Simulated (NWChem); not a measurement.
System: SiH3 cation

Output (shortened):

```
             Northwest Computational Chemistry Package (NWChem) 7.3.0
             --------------------------------------------------------

 D3H symmetry detected

                             Geometry "geometry" -> ""
                             -------------------------

 Output coordinates in angstroms (scale by  1.889725989 to convert to a.u.)

  No.       Tag          Charge          X              Y              Z
 ---- ---------------- ---------- -------------- -------------- --------------
    1 Si                  14.0000     0.00000000     0.00000000     0.00000000
    2 H                    1.0000     1.05467537     1.05467537     0.00000000
    3 H                    1.0000     0.38603798    -1.44071334     0.00000000
    4 H                    1.0000    -1.44071334     0.38603798     0.00000000

 Effective nuclear repulsion energy (a.u.)      15.5155511871

      Symmetry information
      --------------------

 Group name             D3h
 Group number             27
 Group order              12
 No. of unique centers     2

  pbe96 is a nonlocal functional; adding pw91lda local functional.

                                 NWChem DFT Module
                                 -----------------

 Summary of "ao basis" -> "ao basis" (spherical)
 ------------------------------------------------------------------------------
       Tag                 Description            Shells   Functions and Types
 ---------------- ------------------------------  ------  ---------------------
 Si                         6-31+g*                 10       22   5s4p1d
 H                          6-31+g*                  2        2   2s

      Symmetry analysis of basis
      --------------------------

        a1'         8
        a1"         0
        a2'         0
        a2"         4
        e'         14
        e"          2

  Rotation of axis

            General Information
            -------------------
          SCF calculation type: DFT
          Wavefunction type:  closed shell.
          No. of atoms     :     4
          No. of electrons :    16
           Alpha electrons :     8
            Beta electrons :     8
          Charge           :     1
          Spin multiplicity:     1
          Use of symmetry is: on ; symmetry adaption is: on
          Maximum number of iterations: 150
          AO basis - number of functions:    28
                     number of shells:    16
          Convergence on energy requested:  1.00D-06
          Convergence on density requested:  1.00D-05
          Convergence on gradient requested:  5.00D-04

              XC Information
              --------------
          PerdewBurkeErnzerhof Exchange Functional  1.000
            Perdew 1991 LDA Correlation Functional  1.000 local
           PerdewBurkeErnz. Correlation Functional  1.000 non-local

             Grid Information
             ----------------
          Grid used for XC integration:  medium
          Radial quadrature: Mura-Knowles
          Angular quadrature: Lebedev.
          Tag              B.-S. Rad. Rad. Pts. Rad. Cut. Ang. Pts.
          ---              ---------- --------- --------- ---------
          Si                  1.10       88           9.0       590
          H                   0.35       45           8.0       434
          Grid pruning is: on
          Number of quadrature shells:   133
          Spatial weights used:  Erf1

      Superposition of Atomic Density Guess
      -------------------------------------

 Sum of atomic energies:        -290.31247583

 Renormalizing density from      17.00 to     16

      Non-variational initial energy
      ------------------------------

 Total energy =    -279.407923
 1-e energy   =    -407.138394
 2-e energy   =     112.214919
 HOMO         =      -0.808461
 LUMO         =      -0.495536

      Symmetry analysis of molecular orbitals - initial
      -------------------------------------------------

  Numbering of irreducible representations:

     1 a1'         2 a1"         3 a2'         4 a2"         5 e'
     6 e"

  Orbital symmetries:

     1 a1'         2 a1'         3 e'          4 e'          5 a2"
     6 a1'         7 e'          8 e'          9 a2"        10 a1'
    11 e'         12 e'         13 a1'        14 e'         15 e'
    16 a2"        17 a1'        18 e'

     ---------------------------------------------
      Total Density - Mulliken Population Analysis
     ---------------------------------------------

    Atom       Charge   Shell Charges
 -----------   ------   -------------------------------------------------------
    1 Si  14    13.63   2.00  2.00  6.02  1.39  1.90  0.10  0.04  0.03  0.06  0.08
    2 H    1     0.79   0.40  0.39
    3 H    1     0.79   0.40  0.39
    4 H    1     0.79   0.40  0.39

   convergence    iter        energy       DeltaE   RMS-Dens  Diis-err
 ---------------- ----- ----------------- --------- --------- ---------
 d= 0,ls=0.0,diis     1   -290.6940039613 -3.06D+02  3.35D-02  6.30D-01
 d= 0,ls=0.0,diis     2   -290.7284946410 -3.45D-02  1.53D-02  9.98D-02
 d= 0,ls=0.0,diis     3   -290.7436920914 -1.52D-02  3.43D-03  6.06D-03
 d= 0,ls=0.0,diis     4   -290.7450089989 -1.32D-03  2.02D-05  4.49D-07
 d= 0,ls=0.0,diis     5   -290.7450090594 -6.06D-08  1.52D-06  2.01D-09

         Total DFT energy =     -290.745009059422
      One electron energy =     -428.158429037252
           Coulomb energy =      143.425109717974
    Exchange-Corr. energy =      -21.527240927243
 Nuclear repulsion energy =       15.515551187100

 Numeric. integr. density =       16.000005081893

                  Occupations of the irreducible representations
                  ----------------------------------------------

[...]
```

Level: PBE/6-31+G* (spherical d). Coordinates come from a PBE-D3(BJ)/def2-SVP optimisation.

Which NWChem input produces such a log?

This is not unique; one that fits is the input that was run:
```
start job
memory heap 200 mb stack 900 mb global 1100 mb
charge 1
geometry units angstroms noautoz
  Si     0.000000     0.000000     0.000000
  H      1.193346    -0.894765     0.000000
  H     -1.371563    -0.586085     0.000000
  H      0.178217     1.480851     0.000000
end
basis spherical
  Si library 6-31+g*
  H library 6-31+g*
end
dft
  xc xpbe96 cpbe96
  iterations 150
  mulliken
end
task dft energy
```
